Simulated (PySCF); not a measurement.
Numbering as in the mapped SMILES `[cH:1]1[cH:2][cH:3][p:4][cH:5][cH:6]1`. Hydrogens are named by the atom that carries them.

Geometry: PBE0-D3(BJ)/def2-SVP; GIAO absolute shieldings from PySCF 2.14.0 with density-fitted response routines, gas phase, non-relativistic, averaged over equivalent atoms.

At PBE0/pcSseg-0 (68 basis functions, 4.6 s wall time on 1 thread of an Arm Neoverse V1, shared host):
```csv
atoms,σ (ppm)
C3/C5,21.2
C2/C6,52.0
C1,54.9
P4,79.0
H(C3)/H(C5),23.67
H(C2)/H(C6),24.88
H(C1),25.34
```

Problem. Predict the values at PBE0/IGLO-III on the same geometry.

Solution. 
```tsv
atoms	σ at PBE0/IGLO-III	change
C3/C5	15.7	-5.5
C2/C6	41.8	-10.2
C1	47.0	-7.9
P4	89.5	+10.5
H(C3)/H(C5)	22.26	-1.41
H(C2)/H(C6)	23.26	-1.62
H(C1)	23.67	-1.67
```

The largest change is at P4 (phosphorus bonded to 2 C, in a 6-membered ring). Cost: 269 basis functions, 27 s wall time on 1 thread of an Arm Neoverse V1, shared host. The order of the carbon signals is the same at both levels.
